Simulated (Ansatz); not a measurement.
Cubic perovskite BaTiO3 (cubic high-temperature phase), treated with revPBE in Ansatz (plane waves, PAW).

Settings: plane-wave cutoff 520 eV, 8×8×8 k mesh, Fermi–Dirac smearing 0.01 eV, no spin polarisation, scalar-relativistic PAW data made under PBE.

The cell is scaled about its equilibrium volume:

```json
[
 {"V (Å³/atom)": "12.445", "P (GPa)": "10.85", "direct gap at Γ (eV)": "1.975", "smallest gap on the k mesh (eV)": "1.901"},
 {"V (Å³/atom)": "12.710", "P (GPa)": "6.82", "direct gap at Γ (eV)": "1.953", "smallest gap on the k mesh (eV)": "1.856"},
 {"V (Å³/atom)": "12.975", "P (GPa)": "3.22", "direct gap at Γ (eV)": "1.930", "smallest gap on the k mesh (eV)": "1.811"},
 {"V (Å³/atom)": "13.240", "P (GPa)": "0.00", "direct gap at Γ (eV)": "1.905", "smallest gap on the k mesh (eV)": "1.767"},
 {"V (Å³/atom)": "13.505", "P (GPa)": "-2.88", "direct gap at Γ (eV)": "1.879", "smallest gap on the k mesh (eV)": "1.724"},
 {"V (Å³/atom)": "13.769", "P (GPa)": "-5.46", "direct gap at Γ (eV)": "1.852", "smallest gap on the k mesh (eV)": "1.681"},
 {"V (Å³/atom)": "14.034", "P (GPa)": "-7.77", "direct gap at Γ (eV)": "1.824", "smallest gap on the k mesh (eV)": "1.639"}
]
```

The fundamental gap (1.77 eV at the equilibrium volume, with added k points) lies elsewhere than Γ–Γ.

Measured, for comparison: band gap 3.2 eV (temperature not stated, no zero-point or thermal correction; as tabulated in Matsushita et al. (2011), arXiv:1104.2769).

Note: the relaxation could not lower the start's symmetry, so the cell can be a saddle point above a distorted one.

Spin–orbit coupling is not included.

Ansatz is an electronic-structure program.
